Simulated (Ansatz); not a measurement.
## C–O–SiH, doublet: the ladder up to UCCSDT(Q)

Geometry: that of the C–O–SiH, quartet, kept fixed.

```xyz
4

C     0.0000    0.3330    1.7224
O     0.0000   -0.3122    0.6305
Si    0.0000   -0.0152   -1.0422
H     0.0000    1.4114   -1.4926
```

Basis cc-pVDZ; Ansatz 0.2.0. Correlated methods freeze the noble-gas cores, which leaves 15 electrons in 44 orbitals. R marks a restricted (for open shells ROHF) determinant, U an unrestricted one. Active spaces: frontier = (9e, 9o) about the gap.

Full CI isn't at hand for all of this; UCCSDT(Q) serves as the reference, and is uncertain by the last step of the cluster series or more. The frozen core follows each run's orbitals, which can shift R against U totals by a few meV.

HF rows: RHF is the determinant under the cluster runs. Coupled cluster chose its determinant by a search with trial CCSD, here up to 0.19 eV above the lowest Hartree–Fock solution of its kind, and MP2 stands on that determinant too. For open shells CISD is restricted-active-space CI with the open shells as a complete middle space.

* UHF ⟨S²⟩: 1.217
* ⟨S²⟩ of the determinant under UCCSD: 0.762
* T1 diagnostic (RCCSD): 0.0526
* largest doubles amplitude (RCCSD): 0.088
* T1 diagnostic (UCCSD): 0.0490

```
   level  E − E(RHF) (eV)
    RMP2          -9.5211
    UMP2          -9.5203
   RCCSD         -10.5773
   UCCSD         -10.5796
RCCSD(T)         -10.9588
UCCSD(T)         -10.9587
```

Question: Estimate how far UCCSDT(Q) in cc-pVDZ lies from RCCSD(T). The table doesn't fix it; the size of (T) and the diagnostics are the guide.

Answer: UCCSDT(Q) in cc-pVDZ lies 9.1 kJ/mol below RCCSD(T), which is 25 % of the (T) step (-36.8 kJ/mol). T1 is raised, but (T) still catches most of what CCSD lacks. The miss exceeds 1 kcal/mol.

The other levels:

| level | E − E(UCCSDT(Q)) (kJ/mol) | share of correlation (%) | wall time |
| --- | --- | --- | --- |
| CISD† | 171.3 | – | 7.5 s |
| BCCD(T) | 7.4 | 99.30 | 11 s |
| RCCSDT | 4.2 | 99.61 | – |
| UCCSDT | 4.2 | 99.61 | – |
| RCCSDT(Q) | 0.8 | 99.93 | 1.8 min |
| CASSCF (frontier space) | 712.3 | 33.21 | – |
| MRCISD (frontier space) | 90.3 | 91.53 | – |
| MRCISD+Q (frontier space) | 22.2 | 97.92 | 34 s |

A dagger marks rows that describe another state than the reference (another or a broken symmetry, a higher spin or other natural occupations), so the difference holds a gap between states beside the method's error.

The correlation energy at UCCSDT(Q), counted from RHF, is -11.054 eV. That run took 1.8 min on 1 thread of Arm Neoverse V2, shared host.

Run but not shown, since their state, orbitals or frozen core can't be matched to the reference's or they repeat it: UHF.

Times hold each run's SCF and search for its determinant on a shared host, so for small cases they say little of a method's own cost; they ran on 1 thread of Arm Neoverse V2.
